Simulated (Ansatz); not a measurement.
`NC(F)(F)S` → `F[C]F` + `NS` at 700 K and 1 bar (formal loss of a carbene).

Calculated with Ansatz (gas phase, PBE0-D4/def2-TZVP geometries, no zero-point term in ΔE). CCSD(T)/CBS adds triple-zeta CCSD(T) − MP2 to the extrapolated MP2 energy (def2 sets, frozen cores). This one scheme is used for every species. One conformer a species, not always the lowest.

```
    species  CCSD(T)/CBS energy (Eh)  H − E (kJ/mol)  S (J/(mol·K))
`NC(F)(F)S`               -691.91202           191.0          413.1
    `F[C]F`               -237.54028            47.1          278.6
       `NS`               -454.25783           129.1          297.4
```

H − E and S are ideal-gas, rigid-rotor, harmonic terms from PBE0-D4/def2-TZVP, for one conformer and one mirror image of each species. 1 Eh = 2625.50 kJ/mol, R = 8.31446 J/(mol·K).

Question: By hand: ΔE, ΔH, ΔS and ΔG.

Answer: ΔE = (-237.54028) + (-454.25783) − (-691.91202) = 0.11391 Eh = 299.1 kJ/mol. Δ(H − E) = 47.1 + 129.1 − 191.0 = -14.8, so ΔH = 284.3 kJ/mol. ΔS = 278.6 + 297.4 − 413.1 = 162.9 J/(mol·K). ΔG = 284.3 − 700 × (162.9)/1000 = 170.3 kJ/mol.

Question: By hand: the equilibrium constant, and the temperature at which ΔG would vanish if ΔH and ΔS stayed fixed.

Answer: log₁₀ K = −ΔG/(RT ln 10) = -12.7. ΔG = 0 at ΔH/ΔS = 1745 K.

The number of gas molecules changes by +1, which sets the sign of ΔS. A doubt of 5 kJ/mol in ΔE shifts log₁₀ K by 0.4 here. Other conformers and mirror images would add mixing entropy, several J/(mol·K) or more a flexible species. These are equilibria of isolated gas molecules and say nothing of rates. Largest T1 diagnostic: 0.017 (customary marks: 0.02 for closed shells, 0.045 for open ones).
